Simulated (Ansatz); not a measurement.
# LiC+ (triplet): the correlation ladder at distance C1–Li2 = 2.280 Å, aug-cc-pVTZ

The task here is to estimate one member of a computed series from the others.

Method: aug-cc-pVTZ, core rule «outside noble gas», up to 2 orbitals frozen; program: Ansatz 0.2.0, Gaussian basis.

The runs, in order: UHF; CCSD(T) on ROHF; CCSD(T) on UHF; BCCD(T) on ROHF; CCSDT(Q) on ROHF; CCSDT(Q) on UHF; Full CI.

39 further runs of the same task are left out: 19 for a known fault of the program, 15 that didn't finish, 5 set aside as unsound or not needed.

## The system

The geometry derives from a PBE0/def2-TZVP stationary point (not a proven minimum). One bond is set to the value named and the two fragments are kept rigid.

2 atoms, charge 1, spin multiplicity 3.

Atoms are counted from 1 here; the program's logs count them from 0.

Bond lengths: C1–Li2 2.280 Å.

The first run:

The input, in.yaml:

```yaml
crystal:
  periodic: [false, false, false]
  atoms:
    - {symbol: C, position_ang: [0.000000, 0.000000, 0.000000]}
    - {symbol: Li, position_ang: [0.000000, 0.000000, 2.280000]}
basis:
  gaussian: {orbitals: aug-cc-pVTZ}
total_charge: 1
magnetization: {spin_polarized: true, initial_magnetization: 2}
hamiltonian: {xc: hf}
output: {orbitals: {seedname: orbitals}}
```

On the command line:

```bash
> ansatz run in.yaml --threads 1 --pin off --events-out ev --progress --plain --max-ram 2393MiB
```

Steps of the session up to this table: UHF; CCSD(T) on ROHF; CCSD(T) on UHF; BCCD(T) on ROHF; CCSDT(Q) on ROHF; CCSDT(Q) on UHF; Full CI.

One table of the session follows, with a row left open; its other results are not shown here.

It belongs to the step «Misses and costs». 

```
   method  from FCI (meV)
     ROHF         +2551.7
      UHF         +2429.9
     RMP2          +611.6
     UMP2          +606.6
    RCCSD           +74.9
    UCCSD               ?
 RCCSD(T)           +14.1
 UCCSD(T)           +12.3
  BCCD(T)           +14.1
   RCCSDT            +0.5
   UCCSDT            -1.3
RCCSDT(Q)            -0.5
UCCSDT(Q)            -2.3
      FCI               0
```

Q: Estimate the row for UCCSD from the others.

**Answer.** from FCI (meV): +70.4. In the column «from FCI (meV)» it lies between BCCD(T) (+14.1) and RCCSD (+74.9).

To keep in mind: UCCSDT(Q) falls below full CI: unrestricted runs freeze a spin-polarised core, another one than full CI's, and coupled cluster isn't variational. Levels on UHF freeze UHF's core orbitals, full CI those of ROHF, so the U rows can settle a little off it for that reason alone. Restricted and unrestricted rows rest on different reference determinants; where their highest levels disagree by more than a few hundredths of an eV, they describe different states and don't form one ladder.
